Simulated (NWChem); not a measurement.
LiF; SMILES [Li][F]

```xyz
2

Li     0.0000     0.0000    -1.1463
F      0.0000     0.0000     0.3860
```
Atoms are numbered in this order, from 1.

Results from NWChem. Coordinates come from a PBE0/def2-SVP optimisation. Isolated, static molecule.

GIAO at PBE/pcSseg-1: principal shieldings of F2 are 168.8, 168.8, 480.5 ppm; an isolated trichlorofluoromethane molecule has σ = 144.6 ppm at the same levels.

Task: Find the isotropic 19F shift, its principal values, the span and the skew.

Result: 
1. σ(iso) = one third of the sum = 272.7 ppm.
2. δ = σ(reference) − σ = -128.1 ppm against trichlorofluoromethane.
3. δ11, δ22, δ33 = -24.2, -24.2, -335.9 ppm.
4. Span Ω = δ11 − δ33 = 311.7 ppm; skew κ = 3(δ22 − δ(iso))/Ω = 1.00.
